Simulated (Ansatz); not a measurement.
Geometry optimisation, Ansatz 0.2.0, RHF/def2-SVP.

Input:

```yaml
crystal:
  periodic: [false, false, false]
  atoms:
    - { symbol: Al, position_ang: [0.0, 0.0, 0.0] }
    - { symbol: F, position_ang: [0.0, 0.0, 1.69] }
    - { symbol: F, position_ang: [1.4635, 0.0, -0.845] }
    - { symbol: H, position_ang: [-1.351, 0.0, -0.78] }
basis:
  gaussian: { orbitals: def2-SVP }
hamiltonian:
  xc: hf
relax:
  f_tol: 0.02
  max_steps: 40
```

Command:

```bash
$ ansatz run input.yaml --threads 1 --pin off --max-ram 2048MiB --backend cpu --events-out ev --progress --plain --runs-dir out
```

Problem. Where does it end, and by what steps?

Solution. The forces met the threshold. After 3 steps the energy has fallen by 0.085 eV; F2 moved furthest, 0.06 Å.

```csv
step,energy less start (eV),largest force component (eV/Å),accepted
0,0.0000,1.529,yes
1,-0.0621,0.830,yes
2,-0.0848,0.069,yes
3,-0.0850,0.013,yes
```

```xyz
4
Properties=species:S:1:pos:R:3
Al -0.007 0.000 -0.004
F 0.035 0.000 1.637
F 1.435 0.000 -0.789
H -1.350 0.000 -0.779
```

The run took 2 s on 1 thread of Arm Neoverse V1, on a shared host, peak memory 0.092 GiB.
